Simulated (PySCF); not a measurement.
**Reproducing measurements on nitric acid**

**The experiment to reproduce.**

NIST CCCBDB Release 22 (SRD 101), experimental dipoles lists, for the gas: dipole moment (microwave Stark effect) 2.17 D.

The results are set against them at the end.

Nitric acid, HNO₃.
Atom-mapped SMILES: `[O:1]=[N+:2]([O-:3])[OH:4]` (hydrogens: H5 on O4)

Cartesian coordinates in Å at the PBE0-D3(BJ)/def2-SVP level; atoms count from 1:
```
atom  x, y, z in Å
O1     0.005    0.755   -1.034
N2    -0.098   -0.237   -0.365
O3    -0.381   -1.344   -0.682
O4     0.148   -0.077    0.981
H5     0.358    0.868    1.065
```

The PySCF runs (gas phase, on this PBE0-D3(BJ)/def2-SVP geometry; no spin–orbit coupling):

| level | job | basis functions | wall time |
| --- | --- | --- | --- |
| PBE0-D3(BJ)/def2-SVP, grid level 1 | geometry optimisation from a GFN2-xTB start shaken at random | 61 | 7.5 s |
| B3LYP/def2-SVPD | 10 singlets by full TDDFT, 4 Tamm–Dancoff triplets, polarisability, ΔSCF ions | 97 | 20 s |
| BHandHLYP/def2-SVPD | 10 singlets by full TDDFT, 4 Tamm–Dancoff triplets, polarisability, ΔSCF ions | 97 | 13 s |
| CAM-B3LYP/def2-SVPD | 10 singlets by full TDDFT, 4 Tamm–Dancoff triplets, polarisability, ΔSCF ions | 97 | 18 s |
| HF/def2-SVPD | 10 singlets by TDHF, 4 Tamm–Dancoff triplets, polarisability, ΔSCF ions | 97 | 2.0 s |
| LC-wPBE/def2-SVPD | 10 singlets by full TDDFT, 4 Tamm–Dancoff triplets, polarisability, ΔSCF ions | 97 | 26 s |
| PBE/def2-SVPD | 10 singlets by full TDDFT, 4 Tamm–Dancoff triplets, polarisability, ΔSCF ions | 97 | 29 s |
| PBE0/def2-SVPD | 10 singlets by full TDDFT, 4 Tamm–Dancoff triplets, polarisability, ΔSCF ions | 97 | 16 s |
| wB97X-D/def2-SVPD | 10 singlets by full TDDFT, 4 Tamm–Dancoff triplets, polarisability, ΔSCF ions | 97 | 17 s |
| B3LYP/6-31G* | spin–spin couplings from 5 perturbed nuclei | 58 | 2.0 s |
| B3LYP/cc-pVTZ | spin–spin couplings from 5 perturbed nuclei | 134 | 5.1 s |
| B3LYP/def2-TZVP | spin–spin couplings from 5 perturbed nuclei | 130 | 5.0 s |

Hardware: one thread, Arm Neoverse V2 (aarch64), shared host.

All basis functions are spherical.

## Comparison

**Dipole moment.** Measured: 2.17 D (NIST CCCBDB Release 22 (SRD 101), experimental dipoles).

| level | computed (D) | computed − measured (D) | % (from the printed values) |
| --- | --- | --- | --- |
| PBE0-D3(BJ)/def2-SVP | 2.47 | +0.30 | +14 |
| B3LYP/def2-SVPD | 2.43 | +0.26 | +12 |
| BHandHLYP/def2-SVPD | 2.54 | +0.37 | +17 |
| CAM-B3LYP/def2-SVPD | 2.47 | +0.30 | +14 |
| HF/def2-SVPD | 2.71 | +0.54 | +25 |
| LC-wPBE/def2-SVPD | 2.47 | +0.30 | +14 |
| PBE/def2-SVPD | 2.35 | +0.18 | +8 |
| PBE0/def2-SVPD | 2.44 | +0.27 | +12 |
| wB97X-D/def2-SVPD | 2.46 | +0.29 | +13 |
| B3LYP/6-31G* | 2.43 | +0.26 | +12 |
| B3LYP/cc-pVTZ | 2.40 | +0.23 | +11 |
| B3LYP/def2-TZVP | 2.46 | +0.29 | +13 |

12 of the 13 levels run are shown, the closest and the furthest among them. Closest is PBE/def2-SVPD (+0.18 D), furthest HF/def2-SVPD (+0.54 D); one molecule doesn't rank methods. All 13 levels lie above the measurement. The computed dipoles belong to one fixed geometry; measured ones are averaged over vibrations unless marked μe. Magnitudes are compared, not signs.

No measured geometry was used, and the causes of the misses weren't examined.
